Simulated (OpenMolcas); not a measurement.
# Worked example: vertical ionisation energy of C4H10O (2-butanol)

The species is C4H10O (15 atoms), meant as a singlet with charge 0. As SMILES, `CCC(C)O`. Geometry: relaxed at GFN2-xTB. This is one conformer, not always the lowest.

Both states at this one shape; open shells run unrestricted unless said. 1 Eh = 27.2114 eV.

```tsv
level	program	singlet C4H10O (Eh)	doublet C4H10O+ (Eh)	HOMO of the first (eV)
SCAN/ANO-RCC-VDZ (DKH2)	OpenMolcas	-233.661142	-233.296067	-6.40
SCAN/ANO-RCC-VDZP (DKH2)	OpenMolcas	-233.765456	-233.405157	-6.39
```

Work out the vertical ionisation energy at each level.


1. SCAN/ANO-RCC-VDZ (DKH2): -233.296067 − (-233.661142) = 0.365075 Eh = 9.93 eV; −ε(HOMO) = 6.40 eV.
2. SCAN/ANO-RCC-VDZP (DKH2): -233.405157 − (-233.765456) = 0.360299 Eh = 9.80 eV; −ε(HOMO) = 6.39 eV.

No measured value is set beside it here; the levels span 9.80 to 9.93 eV. In semi-local functionals −ε(HOMO) lies far under the ionisation energy, a result of self-interaction, while the difference of totals does much better.
